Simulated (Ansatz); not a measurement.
## SiH$_{4}$O, singlet: from triple and quadruple zeta to the limit

```yaml
atoms:
  - { symbol: O, position_ang: [-1.7617, 0.0172, 0.0000] }
  - { symbol: H, position_ang: [-2.0110, 0.9438, 0.0000] }
  - { symbol: H, position_ang: [-0.7027, 0.0172, 0.0000] }
  - { symbol: Si, position_ang: [0.9863, 0.0172, 0.0000] }
  - { symbol: H, position_ang: [1.5984, -0.8571, 1.0900] }
  - { symbol: H, position_ang: [1.5984, -0.8571, -1.0900] }
```

Connectivity, by distances: OH ··· SiH2, 1 bridging H.

Ansatz 0.2.0, RHF determinant, valence electrons correlated. Energies in eV.

```tsv
set	X	functions	Hartree–Fock	MP2 correlation	CCSD(T) correlation	time
def2-TZVPP	3	129	-9960.3748	-10.6485	-11.8282	4.5 s on 1 × NVIDIA H100 80GB HBM3 with 1 thread of AMD EPYC 7R13 Processor (Zen 3), with other jobs on the host
def2-QZVPP	4	247	-9960.7186	-11.4550	-12.5479	5.5 s on 1 × NVIDIA H100 80GB HBM3 with 1 thread of AMD EPYC 7R13 Processor (Zen 3) (shared host)
```

Hartree–Fock is taken to follow E(X) = E∞ + A·exp(−7.88·√X), correlation E(X) = E∞ + B·X^−2.97.

Cautions: higher spins were not checked; restricted determinant unstable towards unrestricted.

Question: Work out the CCSD(T) energy at the limit, and how far the shortcut misses it that extrapolates MP2 and adds CCSD(T) minus MP2 from the smaller set.

Answer: Hartree–Fock: E∞ = E4 + 0.1377·(E4 − E3) = -9960.7660. Correlation: E∞ = E4 + 0.7407·(E4 − E3) = -13.0810 for CCSD(T) and -12.0524 for MP2. The limit is -9973.8470 eV, 0.580 eV below def2-QZVPP. The shortcut gives a correlation energy of -12.0524 + (-1.1797) = -13.2322, 151 meV lower than the direct value.

Past Ne part of the Hartree–Fock step between the two sets comes from the cores, which don't follow the formula, so the 47 meV that it adds to the total can overshoot; that part largely cancels in differences.
